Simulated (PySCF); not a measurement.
## Stretching NaO

Set-up: PySCF, no relativity, basis sets Na def2-TZVP, O def2-TZVP. Energies in eV from Na + O in their ground configurations at the same level. All curves are PBE0. state 1: ²Π (doublet), unpaired electrons π ↑; state 2: ²Σ⁺ (doublet), unpaired electrons σ ↑, a second solution, started from another occupation; state 3: quartet, unpaired electrons σ ↑, π ↑↑, a second solution, started from another occupation.

```tsv
R (Å)	state 1	state 2	state 3
1.765	-2.010	-2.060	1.5457
1.847	-2.310	-2.211	1.0759
1.929	-2.472	-2.260	0.7461
1.990	-2.527	-2.249	0.5654
2.052	-2.542	-2.209	0.4267
2.114	-2.525	-2.147	0.3205
2.196	-2.467	-2.040	0.2168
2.298	-2.355	-1.882	0.1297
2.421	-2.188	-1.674	0.0654
2.586	-1.941	-1.385	0.0190
```

Put a parabola through the three lowest points of the state 1 curve and estimate Re, k and ωe (reduced mass 9.432 u; 1 eV/Å² = 0.16022 mdyn/Å; ωe = 1302.8·√(k/μ) cm⁻¹).

Through R = 1.99, 2.052, 2.114 Å the second-order coefficient is 4.16 eV/Å², so Re ≈ 2.050 Å, k ≈ 1.33 mdyn/Å and ωe ≈ 490 cm⁻¹. A polynomial fit of higher order to the unrounded PBE0 energies gives Re = 2.047 Å, k = 1.35 mdyn/Å, ωe = 492 cm⁻¹; anharmonicity and rounding make the difference.

The higher-order fit for each curve: state 1: Re = 2.047 Å, ωe = 492 cm⁻¹, De = 2.54 eV; state 2: Re = 1.940 Å, ωe = 531 cm⁻¹, minimum 2.26 eV below the ground-state fragments. State 3 gave no clean fit.

The state is the lowest determinant that a PBE0 search found; another state may lie lower at other levels.
